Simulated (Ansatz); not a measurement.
# SiH2NCl: basis-set convergence

Aim: see how fast density functionals and correlated methods converge with the basis set for SiH2NCl.

Program: Ansatz 0.2.0, Gaussian basis. Level of theory: one geometry, several basis sets. These are calculated values, not measurements.

Plan: PBE0-D4/def2-SVP; ωB97M-V/def2-SVP; PBE0-D4/def2-QZVPP; ωB97M-V/def2-QZVPP; CCSD(T)/cc-pV(D+d)Z; CCSD(T)/cc-pV(T+d)Z; CCSD(T)/cc-pV(Q+d)Z; the functionals' def2-TZVPP values are taken from earlier runs.

## (1) The geometry

All runs share one geometry, relaxed beforehand with PBE0-D4/def2-TZVP.

SMILES `N[Si]Cl`, 5 atoms, charge 0, spin multiplicity 1.

Atoms are counted from 1 here; the program's logs count them from 0.

Bond lengths: N1–Si2 1.701 Å, N1–H4 1.009 Å, N1–H5 1.010 Å, Si2–Cl3 2.104 Å. Angles: Si2–N1–H4 121.0°, Si2–N1–H5 126.0°, H4–N1–H5 113.0°, N1–Si2–Cl3 98.2°.

## (2) PBE0-D4 in def2-SVP

The input, in.yaml:

```yaml
crystal:
  periodic: [false, false, false]
  atoms:
    - {symbol: N, position_ang: [-0.148250, 0.583450, -0.233885]}
    - {symbol: Si, position_ang: [-0.116229, -0.341783, 1.192573]}
    - {symbol: Cl, position_ang: [0.648995, -2.124478, 0.377265]}
    - {symbol: H, position_ang: [-0.473349, 1.538615, -0.227367]}
    - {symbol: H, position_ang: [0.138633, 0.270596, -1.149984]}
basis:
  gaussian: {orbitals: def2-SVP}
hamiltonian: {xc: pbe0, dispersion: d4}
output: {orbitals: {seedname: orbitals}}
```

Run with:

```
$ ansatz run in.yaml --threads 2 --pin off --events-out ev --progress --plain --max-ram 32768MiB --backend cpu
```

Further steps of the session: ωB97M-V in def2-SVP; PBE0-D4 in def2-QZVPP; ωB97M-V in def2-QZVPP; CCSD(T) in cc-pV(D+d)Z; CCSD(T) in cc-pV(T+d)Z; CCSD(T) in cc-pV(Q+d)Z.

Before running them: what should the planned runs give, taken together? Wanted: MP2 correlation recovered, cc-pV(D+d)Z; MP2 correlation recovered, cc-pV(T+d)Z; MP2 correlation recovered, cc-pV(Q+d)Z; CCSD(T) limit from def2 sets; PBE0-D4: double and triple zeta above quadruple; ωB97M-V: double and triple zeta above quadruple.

**Answer**, as computed:

| quantity | value |
| --- | --- |
| MP2 correlation recovered, cc-pV(D+d)Z | 67.5 % |
| MP2 correlation recovered, cc-pV(T+d)Z | 87.3 % |
| MP2 correlation recovered, cc-pV(Q+d)Z | 94.7 % |
| CCSD(T) limit from def2 sets (earlier runs) minus this one | -105 meV |
| PBE0-D4: double and triple zeta above quadruple | 9.76, 0.73 eV |
| ωB97M-V: double and triple zeta above quadruple | 9.75, 0.70 eV |

**Reading.** PBE0-D4 gains 9.03 eV from double to triple zeta, then 0.73 eV more. Correlation climbs from 68 % (cc-pV(D+d)Z) to 95 % (cc-pV(Q+d)Z) of the limit; Hartree-Fock is 0.089 eV from its own by then. A limit from the def2 sets, made apart, differs by 105 meV, a least measure of the doubt on such a limit. Total energies overstate the basis error of differences, where much of it tends to cancel.
